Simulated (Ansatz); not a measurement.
SnSe (Pnma, No. 62) was calculated with PBE-D3(BJ) (Ansatz, a first-principles code, plane waves, PAW).

Numerical settings: plane-wave cutoff 520 eV, 4×8×8 k mesh (along the axes of the cell as run), Fermi–Dirac smearing 0.01 eV, scalar-relativistic PAW data made under PBE.

Cell (relaxed at this level):

Space group Pnma (No. 62); a = 11.4844 Å, b = 4.1685 Å, c = 4.3852 Å, α = β = γ = 90.00°

```
atom  site  symmetry       x       y       z
----  ----  --------  ------  ------  ------
Se      4c       .m.  0.3570  0.2500  0.0227
Sn      4c       .m.  0.1177  0.2500  0.0952
```

Estimate the band gap, smallest direct gap on the k points sampled and Γ–Γ gap that the calculation returns.


* **band gap**: 0.43 eV
* **smallest direct gap on the k points sampled**: 0.54 eV
* **Γ–Γ gap**: 1.14 eV

Measured, for comparison: band gap 0.91 eV (temperature not stated, no zero-point or thermal correction, compiled measured gap; kind and temperature not stated; as tabulated in Kothakonda et al. (2022), arXiv:2208.02841).

Spin–orbit coupling is not included.

It cost roughly 4 core-minutes of CPU time.
